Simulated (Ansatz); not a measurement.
Species: carbon monosulfide, CS, net charge 0, singlet state. SMILES: [S+]#[C-]
Geometry from a B3LYP-D3(BJ)/def2-TZVP (Ansatz, an electronic-structure program) optimisation:
```
C
S 1 1.5320
```

Quantity: vertical ionisation energy (to the doublet state of charge +1; each state is the SCF solution reached for its spin; the UHF <S^2> is 1.60 for the doublet (pure: 0.75); for the doublet T1 is 0.099), in eV. Cores are frozen in the correlated levels unless marked. UHF or UKS for open shells. No spin-orbit coupling. No relativistic terms. Basis-set limits of correlation are two-point, X^-3; Hartree-Fock from the larger set.

CCSD(T)/CBS(aug-cc-pV(T+d)Z,aug-cc-pV(Q+d)Z) (Ansatz) gives 11.48 eV.

### Question
Another calculation gave 11.53 eV. Which level was it?
(A) CAM-B3LYP/def2-TZVPD (Ansatz)
(B) r2SCAN/def2-TZVPD (Ansatz)
(C) BHLYP/def2-TZVPD (Ansatz)

### Answer
A, CAM-B3LYP/def2-TZVPD (Ansatz). The others give 11.41 (BHLYP), 11.22 (r2SCAN) eV.
